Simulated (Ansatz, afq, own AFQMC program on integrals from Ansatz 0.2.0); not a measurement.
# BOF (triplet): AFQMC on the coupled-cluster ladder at distance B1–O2 = 4.653 Å, cc-pVDZ

Aim: compute BOF (triplet) with auxiliary-field quantum Monte Carlo on the same integrals as coupled cluster, and set the energies side by side.

Computed with Ansatz 0.2.0, Gaussian basis, and an in-house AFQMC program (afq) on its integrals; all values are calculated. Level: cc-pVDZ, frozen cores.

To be run: PBE (unrestricted); r2SCAN (unrestricted); PBE0 (unrestricted); B3LYP (unrestricted); wB97M-V (unrestricted); B2PLYP (unrestricted); CCSD(T) on UHF; Phaseless AFQMC, CISD trial on UHF; Phaseless AFQMC, single-determinant trial on UHF.

**1. What is computed**

The geometry derives from a PBE0/def2-TZVP stationary point (not a proven minimum). One bond is set to the value named and the two fragments are kept rigid.

3 atoms, charge 0, spin multiplicity 3.

Atoms are counted from 1 here; the program's logs count them from 0.

Bond lengths: B1–F3 1.310 Å.

**2. PBE (unrestricted)**

in.yaml

```yaml
crystal:
  periodic: [false, false, false]
  atoms:
    - {symbol: B, position_ang: [0.000000, -1.158874, -0.922931]}
    - {symbol: O, position_ang: [0.000000, 1.308021, 3.022299]}
    - {symbol: F, position_ang: [0.000000, -0.442088, -2.020021]}
basis:
  gaussian: {orbitals: cc-pVDZ}
magnetization: {spin_polarized: true, initial_magnetization: 2}
hamiltonian: {xc: {name: PBE}}
output: {orbitals: {seedname: orbitals}}
```

On the command line:

```sh
> ansatz run in.yaml --threads 1 --pin off --events-out ev --progress --plain --max-ram 1843MiB
```

Output:

```text
Functional definition: PBE
  name "PBE"
  cite "Perdew, Burke & Ernzerhof, Phys. Rev. Lett. 77, 3865 (1996) doi:10.1103/PhysRevLett.77.3865"
  parent pbe
  parameter kappa = 0.804
  parameter beta = 0.06672455060314922
  exchange = pbe_x(kappa = kappa, mu = beta*pi^2/3)
  correlation = pbe_c(beta = beta)
425 factors; their error is unknown
mean field evaluation 1: about -5415.6362 eV, gradient 3.6e1 eV
mean field evaluation 2: about -5043.9400 eV, gradient 1.1e2 eV
mean field evaluation 4: about -5425.9125 eV, gradient 2.5e1 eV
mean field evaluation 8: about -5428.8545 eV, gradient 9.3e-1 eV
mean field evaluation 16: about -5428.8271 eV, gradient 3.1e-2 eV
mean field evaluation 32: about -5415.6362 eV, gradient 3.6e1 eV
mean field evaluation 64: about -5428.8220 eV, gradient 6.0e-2 eV
mean field evaluation 96: about -5428.8249 eV, gradient 2.4e-3 eV
mean field evaluation 128: about -5428.8275 eV, gradient 8.4e-2 eV
mean field -5428.82869266 eV, -199.5057746631 hartree, gradient 2.0e-6 eV, S^2 2.001582; 7 other end points of the search recorded, 0 dependent functions left out
reference -5428.82871703 eV, -199.5057755587 hartree; 12, 10 occupied and 30, 32 virtual orbitals, 425 factors
Total energy: -5428.82871703 eV, -199.5057755587 hartree
```

Wall time 11 s (1 thread of Arm Neoverse V1, shared host); peak memory 0.34 GiB.

From the report: ⟨S²⟩ of the determinant 2.002 (pure triplet: 2.00).

**3. r2SCAN (unrestricted)**

in.yaml: that of step 2 with these lines changed.

```diff
@@ -9,3 +9,2 @@
 magnetization: {spin_polarized: true, initial_magnetization: 2}
-hamiltonian: {xc: {name: PBE}}
-output: {orbitals: {seedname: orbitals}}
+hamiltonian: {xc: {name: r2SCAN}}
```

The command is unchanged.

Output, cut to the lines that bear on the results:

```text
Functional definition: r2SCAN
  name "r2SCAN"
  cite "Furness, Kaplan, Ning, Perdew & Sun, J. Phys. Chem. Lett. 11, 8208 (2020) doi:10.1021/acs.jpclett.0c02405"
  cite "Furness, Kaplan, Ning, Perdew & Sun, J. Phys. Chem. Lett. 11, 9248 (2020) doi:10.1021/acs.jpclett.0c03077"
  parent r2scan
[...]
425 factors; their error is unknown
[...]
mean field -5432.25428025 eV, -199.6316626851 hartree, gradient 6.3e-6 eV, S^2 2.002847; 7 other end points of the search recorded, 0 dependent functions left out
reference -5432.25428700 eV, -199.6316629331 hartree; 12, 10 occupied and 30, 32 virtual orbitals, 425 factors
Total energy: -5432.25428700 eV, -199.6316629331 hartree
```

Wall time 15 s (1 thread of Arm Neoverse V1, shared host); peak memory 0.34 GiB.

From the report: ⟨S²⟩ of the determinant 2.003 (pure triplet: 2.00).

**4. PBE0 (unrestricted)**

in.yaml: that of step 3 with these lines changed.

```diff
@@ -9,2 +9,3 @@
 magnetization: {spin_polarized: true, initial_magnetization: 2}
-hamiltonian: {xc: {name: r2SCAN}}
+hamiltonian: {xc: {name: PBE0}}
+output: {orbitals: {seedname: orbitals}}
```

The command is unchanged.

Output, cut to the lines that bear on the results:

```text
Functional definition: PBE0
  name "PBE0"
  cite "Adamo & Barone, J. Chem. Phys. 110, 6158 (1999) doi:10.1063/1.478522"
  cite "Perdew, Burke & Ernzerhof, Phys. Rev. Lett. 77, 3865 (1996) doi:10.1103/PhysRevLett.77.3865"
  parent pbe
[...]
389 factors; integrals over basis functions are off by at most 4.3e-4 eV
[...]
mean field -5429.23950293 eV, -199.5208716619 hartree, gradient 5.5e-6 eV, S^2 2.001962; 5 other end points of the search recorded, 0 dependent functions left out
reference -5429.23952106 eV, -199.5208723283 hartree; 12, 10 occupied and 30, 32 virtual orbitals, 389 factors
Total energy: -5429.23952106 eV, -199.5208723283 hartree
```

It took 3.6 s on 1 thread of Arm Neoverse V1, shared host; peak memory 0.34 GiB.

From the report: ⟨S²⟩ of the determinant 2.002 (pure triplet: 2.00).

**5. B3LYP (unrestricted)**

in.yaml: that of step 4 with these lines changed.

```diff
@@ -9,3 +9,2 @@
 magnetization: {spin_polarized: true, initial_magnetization: 2}
-hamiltonian: {xc: {name: PBE0}}
-output: {orbitals: {seedname: orbitals}}
+hamiltonian: {xc: {name: B3LYP}}
```

Launched as before.

Output, cut to the lines that bear on the results:

```text
Functional definition: B3LYP
  name "B3LYP"
  cite "Stephens, Devlin, Chabalowski & Frisch, J. Phys. Chem. 98, 11623 (1994) doi:10.1021/j100096a001"
  cite "Becke, Phys. Rev. A 38, 3098 (1988) doi:10.1103/PhysRevA.38.3098"
  cite "Lee, Yang & Parr, Phys. Rev. B 37, 785 (1988) doi:10.1103/PhysRevB.37.785"
  cite "Vosko, Wilk & Nusair, Can. J. Phys. 58, 1200 (1980) doi:10.1139/p80-159"
[...]
389 factors; integrals over basis functions are off by at most 4.3e-4 eV
[...]
mean field -5435.05348460 eV, -199.7345315474 hartree, gradient 5.7e-6 eV, S^2 2.001912; 3 other end points of the search recorded, 0 dependent functions left out
reference -5435.05367044 eV, -199.7345383769 hartree; 12, 10 occupied and 30, 32 virtual orbitals, 389 factors
Total energy: -5435.05367044 eV, -199.7345383769 hartree
```

It took 3.9 s on 1 thread of Arm Neoverse V1, shared host; peak memory 0.34 GiB.

From the report: ⟨S²⟩ of the determinant 2.002 (pure triplet: 2.00).

**6. wB97M-V (unrestricted)**

in.yaml: that of step 5 with these lines changed.

```diff
@@ -9,2 +9,3 @@
 magnetization: {spin_polarized: true, initial_magnetization: 2}
-hamiltonian: {xc: {name: B3LYP}}
+hamiltonian: {xc: {name: wB97M-V}}
+output: {orbitals: {seedname: orbitals}}
```

The command is unchanged.

Output, cut to the lines that bear on the results:

```text
Functional definition: wB97M-V
  name "wB97M-V"
  cite "Mardirossian & Head-Gordon, J. Chem. Phys. 144, 214110 (2016) doi:10.1063/1.4952647"
  cite "Becke, J. Chem. Phys. 107, 8554 (1997) doi:10.1063/1.475007"
  cite "Vydrov & Van Voorhis, J. Chem. Phys. 133, 244103 (2010) doi:10.1063/1.3521275"
  # Of w^i u^j: cxij and so on, Table III.
[...]
  gx(w, u) = 1 - cx + cx01*u + cx10*w
  gss(w, u) = css00 + css04*u^4 + css10*w + css20*w^2 + css43*w^4*u^3
  gos(w, u) = cos00 + cos10*w + (cos20 + cos21*u)*w^2 + (cos60 + cos61*u)*w^6
[...]
      + integral(e_c_pw_mod_opposite_spin*gos(b97_w_opposite, b97_u_opposite)) + vv10(b, c)
389 factors; integrals over basis functions are off by at most 4.3e-4 eV
93 factors; integrals over basis functions are off by at most 1.2e-4 eV
[...]
mean field -5433.72911184 eV, -199.6858617463 hartree, gradient 4.1e-6 eV, S^2 2.002268; 4 other end points of the search recorded, 0 dependent functions left out
reference -5433.72913831 eV, -199.6858627189 hartree; 12, 10 occupied and 30, 32 virtual orbitals, 389 factors
Total energy: -5433.72913831 eV, -199.6858627189 hartree
```

It took 27 s on 1 thread of Arm Neoverse V1, shared host; peak memory 0.34 GiB.

From the report: ⟨S²⟩ of the determinant 2.002 (pure triplet: 2.00).

**7. B2PLYP (unrestricted)**

in.yaml: that of step 6 with these lines changed.

```diff
@@ -9,3 +9,3 @@
 magnetization: {spin_polarized: true, initial_magnetization: 2}
-hamiltonian: {xc: {name: wB97M-V}}
-output: {orbitals: {seedname: orbitals}}
+hamiltonian: {xc: {name: B2PLYP}}
+correlation: {electrons: outside_noble_gas}
```

Same command.

Output, cut to the lines that bear on the results:

```text
Functional definition: B2PLYP
  name "B2PLYP"
  cite "Grimme, J. Chem. Phys. 124, 034108 (2006) doi:10.1063/1.2148954"
  cite "Becke, Phys. Rev. A 38, 3098 (1988) doi:10.1103/PhysRevA.38.3098"
  cite "Lee, Yang & Parr, Phys. Rev. B 37, 785 (1988) doi:10.1103/PhysRevB.37.785"
[...]
389 factors; integrals over basis functions are off by at most 4.3e-4 eV
[...]
mean field -5427.73407241 eV, -199.4655481107 hartree, gradient 1.0e-9 eV, S^2 2.002689; 7 other end points of the search recorded, 0 dependent functions left out
3 core orbitals not correlated: weight in the atoms' cores, before any rotation towards them, 1.000 or more for the frozen orbitals, at most 0.000 for the correlated occupied ones
reference -5427.73419017 eV, -199.4655524383 hartree; 9, 7 occupied and 30, 32 virtual orbitals, 389 factors
second order -11.61372045 eV of doubles, -0.00000000 eV of singles
Total energy: -5430.86989469 eV, -199.5807874540 hartree
```

Wall time 10 s (1 thread of Arm Neoverse V1, shared host); peak memory 0.34 GiB.

From the report: ⟨S²⟩ of the determinant 2.003 (pure triplet: 2.00).

**8. CCSD(T) on UHF**

in.yaml: that of step 7 with these lines changed.

```diff
@@ -9,3 +9,2 @@
 magnetization: {spin_polarized: true, initial_magnetization: 2}
-hamiltonian: {xc: {name: B2PLYP}}
-correlation: {electrons: outside_noble_gas}
+correlation: {method: ccsd_t, electrons: outside_noble_gas, hamiltonian_folder: ham}
```

Same command.

Output, cut to the lines that bear on the results:

```text
Functional definition: HF
  name "HF"
  cite "Fock, Z. Phys. 61, 126 (1930) doi:10.1007/BF01340294"
  parent pbe
[...]
389 factors; integrals over basis functions are off by at most 4.3e-4 eV
[...]
mean field -5412.30784128 eV, -198.8986445732 hartree, gradient 5.7e-10 eV, S^2 2.004388; 17 other end points of the search recorded, 0 dependent functions left out
determinant -5412.30784128 eV, -198.8986445732 hartree, with singles and doubles -5422.77135626 eV, -199.2831716561 hartree
determinant -5412.30392113 eV, -198.8985005101 hartree, with singles and doubles -5422.76783204 eV, -199.2830421435 hartree
determinant -5412.30016745 eV, -198.8983625648 hartree, with singles and doubles -5422.76467231 eV, -199.2829260253 hartree
determinant -5412.30784128 eV, -198.8986445732 hartree, with singles and doubles -5422.77168267 eV, -199.2831836513 hartree
determinant -5412.30392113 eV, -198.8985005101 hartree, with singles and doubles -5422.76816212 eV, -199.2830542735 hartree
determinant -5412.30016745 eV, -198.8983625648 hartree, with singles and doubles -5422.76500758 eV, -199.2829383464 hartree
3 core orbitals not correlated: weight in the atoms' cores, before any rotation towards them, 1.000 or more for the frozen orbitals, at most 0.000 for the correlated occupied ones
reference -5412.30784128 eV, -198.8986445732 hartree; 9, 7 occupied and 30, 32 virtual orbitals, 389 factors
second order -9.61215740 eV of doubles, -0.00000000 eV of singles
cycle   1  -10.46384823 eV  change   -6.8e-6 eV  update   2.1e-6
perturbative correction -0.18799042 eV, -0.0069085205 hartree
Total energy: -5422.95967994 eV, -199.2900924235 hartree
```

Wall time 11 s (1 thread of Arm Neoverse V1, shared host); peak memory 0.34 GiB.

From the report: ⟨S²⟩ of the determinant 2.004 (pure triplet: 2.00); correlation -10.6518 eV; T1 0.015; largest double amplitude 0.11.

This run also writes the integrals to the folder ham.

**9. Phaseless AFQMC, CISD trial on UHF**

It reads the integrals that the CCSD(T) run on this determinant wrote.

On the command line:

```sh
> afq ham --method phaseless --trial cisd --walkers 60 --populations 1 --least-time 40 --time-step 0.005 --steps-per-block 50 --equilibration-blocks 40 --max-blocks 300 --target-error 0.00096 --factor-cut 1e-05 --start spin_pure --seed 7866 --release-times 0.24,0.51,0.99,1.62,2.4 --release-step 0.03 --release-every 4 --taylor-order 6
```

Output:

```text
orbitals 39  electrons 9 7  factors 254 of 389
reference energy -198.89864457 Eh
CCSD correlation -0.38453916 Eh in 11 cycles, weight of the determinant in the CISD state 0.8770
energy of the start -199.283057 Eh
 block  time / (1/Eh)  mean weight  energy / Eh
     1     0.250  0.9950  -199.276927
     2     0.500  0.9996  -199.284375
     3     0.750  0.9995  -199.283999
     4     1.000  0.9992  -199.288526
     5     1.250  0.9990  -199.305815
     6     1.500  0.9965  -199.298550
     7     1.750  1.0010  -199.293489
     8     2.000  1.0013  -199.284819
     9     2.250  0.9949  -199.287383
    10     2.500  0.9954  -199.282287
    11     2.750  0.9968  -199.293868
    16     4.000  0.9982  -199.295877
    21     5.250  1.0002  -199.291798
    26     6.500  1.0017  -199.288832
    31     7.750  0.9997  -199.289352
    36     9.000  0.9966  -199.296854
    41    10.250  0.9942  -199.279723
    46    11.500  0.9987  -199.291127
    51    12.750  1.0008  -199.291485
    56    14.000  1.0030  -199.288018
    61    15.250  0.9984  -199.294554
    66    16.500  1.0036  -199.291396
    71    17.750  1.0014  -199.288272
    76    19.000  1.0017  -199.278840
    81    20.250  1.0056  -199.284208
    86    21.500  1.0020  -199.280629
    91    22.750  1.0006  -199.292819
    96    24.000  0.9986  -199.290547
   101    25.250  1.0020  -199.290273
   106    26.500  1.0017  -199.282621
   111    27.750  0.9966  -199.295408
   116    29.000  1.0045  -199.284400
   121    30.250  0.9925  -199.292304
   126    31.500  1.0033  -199.297173
   131    32.750  1.0005  -199.294568
   136    34.000  0.9998  -199.289273
   141    35.250  0.9981  -199.289524
   146    36.500  1.0006  -199.292541
   151    37.750  1.0020  -199.291181
   156    39.000  1.0034  -199.296476
   161    40.250  1.0011  -199.301357
   166    41.500  0.9988  -199.288443
   171    42.750  0.9968  -199.293578
   176    44.000  0.9937  -199.288043
   181    45.250  0.9979  -199.291363
   186    46.500  1.0092  -199.288300
   191    47.750  0.9985  -199.288196
   196    49.000  0.9986  -199.312152
blocks merged  error / Eh  count
     1  0.000623  160
     2  0.000688  80
     4  0.000754  40
     8  0.000837  20
    16  0.000961  10
released: time / (1/Eh)  energy / Eh  error  mean overlap
  0.24  -199.290104  0.000668  0.9968
  0.51  -199.290112  0.000800  1.0034
  0.99  -199.292790  0.000869  0.9955
  1.62  -199.290382  0.001448  0.9934
  2.40  -199.290719  0.002066  0.9845
energy -199.290758 +/- 0.000837 Eh
```

Wall time 8.4 min (1 thread of Arm Neoverse V1, shared host); peak memory 0.34 GiB.

Energy -5422.9778 ± 0.0228 eV. Caveats: constraint bias not in the error.

**10. Phaseless AFQMC, single-determinant trial on UHF**

It reads the integrals that the CCSD(T) run on this determinant wrote.

On the command line:

```sh
> afq ham --method phaseless --trial hf --walkers 120 --populations 1 --least-time 40 --time-step 0.005 --steps-per-block 20 --equilibration-blocks 160 --max-blocks 600 --target-error 0.00288 --factor-cut 1e-05 --start spin_pure --seed 3923 --taylor-order 6
```

Output:

```text
orbitals 39  electrons 9 7  factors 254 of 389
reference energy -198.89864457 Eh
CCSD correlation -0.38453916 Eh in 11 cycles, weight of the determinant in the CISD state 0.8770
energy of the start -198.898765 Eh
 block  time / (1/Eh)  mean weight  energy / Eh
     1     0.100  1.0013  -199.043159
     2     0.200  1.0021  -199.110731
     3     0.300  1.0029  -199.172878
     4     0.400  1.0053  -199.189630
     5     0.500  1.0029  -199.221085
     6     0.600  1.0028  -199.215860
     7     0.700  1.0002  -199.235695
     8     0.800  0.9996  -199.254579
     9     0.900  1.0029  -199.242321
    10     1.000  1.0030  -199.309167
    20     2.000  0.9976  -199.316350
    39     3.900  1.0013  -199.344290
    58     5.800  1.0027  -199.316474
    77     7.700  0.9989  -199.307923
    96     9.600  0.9994  -199.305500
   115    11.500  0.9976  -199.346338
   134    13.400  1.0019  -199.292236
   153    15.300  0.9998  -199.326845
   172    17.200  0.9999  -199.342358
   191    19.100  1.0021  -199.333622
   210    21.000  0.9998  -199.295113
   229    22.900  1.0030  -199.296990
   248    24.800  0.9995  -199.260704
   267    26.700  1.0006  -199.307871
   286    28.600  1.0033  -199.264580
   305    30.500  1.0027  -199.308960
   324    32.400  1.0001  -199.282941
   343    34.300  0.9983  -199.282389
   362    36.200  1.0009  -199.295361
   381    38.100  1.0029  -199.301060
   400    40.000  0.9984  -199.326842
   419    41.900  1.0042  -199.274108
   438    43.800  1.0022  -199.229431
   457    45.700  1.0037  -199.254038
   476    47.600  0.9986  -199.279781
   495    49.500  1.0007  -199.386593
   514    51.400  0.9978  -199.310718
   533    53.300  0.9992  -199.335851
   552    55.200  1.0010  -199.308423
   571    57.100  0.9984  -199.276351
   590    59.000  1.0030  -199.250989
   609    60.900  1.0015  -199.282283
   628    62.800  0.9994  -199.277816
   647    64.700  0.9980  -199.249427
   666    66.600  1.0007  -199.296414
   685    68.500  0.9993  -199.333085
   704    70.400  1.0019  -199.297319
   723    72.300  0.9981  -199.238125
   742    74.200  0.9961  -199.295077
blocks merged  error / Eh  count
     1  0.001259  600
     2  0.001623  300
     4  0.002017  150
     8  0.002519  75
    16  0.003046  37
    32  0.003341  18
    64  0.003242  9
energy -199.293760 +/- 0.003341 Eh
```

Wall time 7.3 min (1 thread of Arm Neoverse V1, shared host); peak memory 0.34 GiB.

Energy -5423.0595 ± 0.0909 eV. Caveats: constraint bias not in the error.

**11. All levels side by side**

On the UHF determinant, counted from CCSD(T) (a yardstick, not exact):

| level | energy (eV) | from CCSD(T) (kcal/mol) | statistical error (kcal/mol) | time |
| --- | --- | --- | --- | --- |
| HF | -5412.3078 | +245.64 |  |  |
| MP2 | -5421.9200 | +23.98 |  |  |
| CCSD | -5422.7717 | +4.34 |  |  |
| CCSD(T) | -5422.9597 | 0.00 |  |  |
| Phaseless AFQMC, CISD trial, step 0.005, 60 walkers | -5422.9778 | -0.42 | 0.53 | 8.4 min |
| Phaseless AFQMC, single-determinant trial, step 0.005, 120 walkers | -5423.0595 | -2.30 | 2.10 | 7.3 min |

The functionals' totals stand on their own zeros and serve differences with other points: PBE -5428.829 eV; r2SCAN -5432.254 eV; PBE0 -5429.240 eV; B3LYP -5435.054 eV; wB97M-V -5433.729 eV; B2PLYP -5430.870 eV.

**12. Summary of results**

```
                                                     quantity                  value
              Phaseless AFQMC, CISD trial on UHF from CCSD(T)  -0.42 ± 0.53 kcal/mol
Phaseless AFQMC, single-determinant trial on UHF from CCSD(T)  -2.30 ± 2.10 kcal/mol
```

What this shows: On UHF the phaseless walk with the CISD trial lies -0.42 kcal/mol from CCSD(T), within three error bars. Error bars are statistical and leave out the constraint, the time step and what remains of the start.
